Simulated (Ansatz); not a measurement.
C$_{4}$H$_{8}$S (`C=CC(C)S`), charge 0, multiplicity 1.

Q: Give a relaxed structure at PBE0-D4/def2-TZVP (Ansatz). (Best estimate.)

A: Computed: 
Z-matrix (Å, degrees):
```
C
C 1 1.494
S 1 1.831 2 109.2
C 1 1.515 2 115.5 3 127.6
H 1 1.097 2 108.1 3 -109.8
C 2 1.326 1 125.8 3 -122.1
H 2 1.087 1 114.7 3 56.5
H 3 1.343 1 96.0 2 58.3
H 4 1.094 1 110.6 2 58.5
H 4 1.092 1 111.1 2 -61.7
H 4 1.090 1 110.3 2 178.8
H 6 1.083 2 120.8 1 179.0
H 6 1.084 2 122.3 1 -1.1
```
This is one stationary point; other conformers may exist.
